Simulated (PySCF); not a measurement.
Gas-phase reaction: 2 SiOCl2 + 2 Si = 4 SiCl + O2

Method: PySCF energies plus ideal-gas RRHO corrections (1 bar). † marks an energy on the PBE0/def2-TZVP geometry and frequencies; other levels use their own. MP2 and CCSD(T) freeze the core. 6-31G* has spherical d functions here. Open shells (unrestricted): Si (multiplicity 3), SiCl (multiplicity 2), O2 (multiplicity 3); the rest are closed-shell singlets. Spin-orbit splitting is ignored; it lowers the true energy and changes the entropy of Si, SiCl. B3LYP is the form with VWN-RPA correlation. SiOCl2: computed as isolated molecules; such fragments, hydroxides, amides, oligomers or adducts are transient or little studied in the gas. MP2 isn't extrapolated to the basis-set limit. CCSD(T) isn't extrapolated to the basis-set limit.

```tsv
level	ΔH°(298 K), kJ
B3LYP/6-31G*	___
CCSD(T)/def2-SVP†	518
HF/def2-TZVP†	486
MP2/def2-TZVPP†	___
PBE0/def2-SVP†	___
r2SCAN/def2-TZVP†	570
```

### Question
Some entries are withheld; supply them.

### Answer

- B3LYP/6-31G*, ΔH°(298 K), kJ: 455
- MP2/def2-TZVPP†, ΔH°(298 K), kJ: 685
- PBE0/def2-SVP†, ΔH°(298 K), kJ: 462
